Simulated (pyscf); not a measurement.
Cl–Ga(Cl)–SeH (SMILES [Cl][Ga]([Cl])[SeH]) + H• (SMILES [H]) → H₂Se (SMILES [SeH2]) + [Cl–Ga–Cl]• (SMILES [Cl][Ga][Cl]), a substitution at Se (doublet surface; Ga–Se broken, H–Se formed). Single points on ωB97X-D3(BJ)/def2-SVP structures (PySCF, gas phase). Energies in eV from the separated reactants.

Small-basis levels: PySCF, no dispersion term, spherical d functions. AM1 to PM7: differences of heats of formation from MOPAC, which are fitted to 298 K values and so differ in kind from electronic energies by zero-point and thermal terms. GFN2-xTB: tblite. Open shells are spin-unrestricted. 

```
level                    barrier  reaction energy
-----------------------  -------  ---------------
HF/STO-3G                   0.78            +0.36
HF/3-21G                    0.54            -0.09
HF/6-31G*+LANL2DZ              …            -0.25
MP2/6-31G*+LANL2DZ          0.51            -0.20
PBE/6-31G*+LANL2DZ         -0.06            -0.44
B3LYP/6-31G*+LANL2DZ        0.01            -0.61
B3LYP/6-311+G**+LANL2DZ    -0.02            -0.81
PBE/def2-SVP               -0.13            -0.39
B3LYP/def2-SVP             -0.07            -0.56
GFN2-xTB                    0.00            -0.01
AM1                        -0.64            -0.82
PM6                            …            -2.98
ωB97M-D3(BJ)/def2-TZVP         …            -0.43
```

Problem. What belongs in the gaps?

Solution. 
- HF/6-31G*+LANL2DZ, barrier: 0.59
- PM6, barrier: -0.47
- ωB97M-D3(BJ)/def2-TZVP, barrier: 0.15

Against the last row the barrier runs from -0.78 (AM1) to +0.63 eV (HF/STO-3G). At PBE/6-31G*+LANL2DZ, B3LYP/6-311+G**+LANL2DZ, PBE/def2-SVP, B3LYP/def2-SVP, AM1, PM6 this geometry lies under one side, so the entry may be no barrier of that level: it is a single point on another level's saddle. ωB97M-D3(BJ)/def2-TZVP has limits of its own. On the product side the descent ends in an adduct with a Ga–Se contact (not fully relaxed), 0.59 eV under the separated species and 0.86 eV under the saddle at ωB97X-D3(BJ)/def2-TZVP. What is counted as broken (Ga–Se) persists as a longer contact in the product adduct; parting that adduct is a step of its own. One saddle was located; it need not be the lowest between these sides. The angle at the attacked Se is 145°. In the def2 sets elements up to Kr have no core potential.
